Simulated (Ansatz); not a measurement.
## Rutile MnF2

The numbers are results of PBE+U in Ansatz (plane waves, PAW), not measurements.

Run with plane-wave cutoff 520 eV, 8×8×10 k mesh (along the axes of the cell as run), U_eff Mn 3.9 eV, perturbation theory, spin-polarised with opposed moments, scalar-relativistic PAW data made under PBE.

Cell: relaxed at this level.

* **electronic dielectric constant ε∞ (mean over three axes)**: 2.41
* **static dielectric constant (mean over three axes)**: 7.97

Measured, for comparison: static dielectric constant 8.15 (temperature not stated, not corrected to a static lattice, polycrystalline average of the tensor's eigenvalues; as tabulated in Petousis et al. (2017), doi:10.1038/sdata.2016.134). Computed (rounded) less measured: static dielectric constant -2 %.

Computing time: very roughly 60 core-minutes.

Ansatz is a program for electronic structure.
